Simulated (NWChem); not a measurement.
Species: CH₄S cation, doublet; SMILES of the neutral closed-shell parent SC

```xyz
6

C      0.0191     1.1247     0.0000
S      0.0731    -0.6432     0.0000
H     -0.5335     1.4723     0.8947
H      1.0527     1.4961     0.0000
H     -0.5335     1.4723    -0.8947
H     -1.2692    -0.8978     0.0000
```
Atoms are numbered in this order, from 1.

All runs: NWChem. Spin-unrestricted. All runs use the structure optimised with PBE0/def2-SVP, spin-unrestricted. The spin multiplicity was typed, not searched, and may not be the lowest. No stability test was run on the SCF state.

### Question
What does the run give for PBE/def2-SVP? Quantities: highest occupied level (eV); lowest empty minus highest occupied level, either spin (eV); <S²>.

### Answer
| Quantity | Value |
|---|---|
| highest occupied level (eV) | -14.57 |
| lowest empty minus highest occupied level, either spin (eV) | 1.62 |
| <S²> | 0.753 |
